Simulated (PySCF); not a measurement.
disilane (H6Si2), SMILES [SiH3][SiH3].

Geometry: TPSSh-D3(BJ)/def2-TZVP.

Two levels are set side by side: TDDFT-PBE/def2-SVPD (PySCF) and TDDFT-B3LYP/def2-SVPD (PySCF). Vertical, same geometry. The lowest singlet is HOMO→LUMO+3 99 % with PBE and HOMO→LUMO+1 99 % with the other functional; states are paired by order. Differences are taken from unrounded values.

```json
[
 {"quantity": "lowest singlet excitation (eV)", "TDDFT-B3LYP": "7.42"},
 {"quantity": "lowest triplet excitation (TDA) (eV)", "TDDFT-B3LYP": "6.56"},
 {"quantity": "first bright state (f over 0.05) (eV)", "TDDFT-B3LYP": "7.68"},
 {"quantity": "its oscillator strength", "TDDFT-B3LYP": "0.46"}
]
```

**Question.** What does TDDFT-PBE give, and how far is it from TDDFT-B3LYP? (The exact figures need the calculation; the answer reports its results.)

**Answer.** 
```
quantity                               TDDFT-PBE  TDDFT-PBE minus TDDFT-B3LYP
-------------------------------------  ---------  ---------------------------
lowest singlet excitation (eV)              7.10                        -0.32
lowest triplet excitation (TDA) (eV)        6.31                        -0.25
first bright state (f over 0.05) (eV)       7.35                        -0.34
its oscillator strength                     0.33                        -0.14
```

Functionals without exact exchange tend to place singlet excitations lower, as here. Differences between two approximate levels are no errors against the true value.

Rough cost on one machine, each run with all the roots and properties that it gave: TDDFT-B3LYP against TDDFT-PBE about 2 times.
